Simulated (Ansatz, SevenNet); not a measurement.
**How the bulk modulus of solid chlorine moves with the method**

No measured value is used here.

Q: Put these levels in order of the bulk modulus that they give for solid chlorine, smallest first: LDA (Ansatz, a first-principles code), PBE (Ansatz), PBEsol (Ansatz), SevenNet-0 (SevenNet).

A: PBE (1.2 GPa), SevenNet-0 (2.0 GPa), PBEsol (3.8 GPa), LDA (16.8 GPa)

Unless a cell is named, each level is at its own relaxed cell (SevenNet-0 33.35, LDA 22.38, PBE 35.74, PBEsol 26.96 Å³/atom).

PBE, PBEsol, LDA: the cell comes from a level without a dispersion term, which matters for the spacing of layers, chains or molecules. Each level is taken at its own relaxed cell. Ansatz's density-functional and Hartree–Fock values are scalar-relativistic unless marked +SOC, with PAW data made under PBE.

Machine-learned potentials (SevenNet-0) are trained on DFT data, which may include these solids.
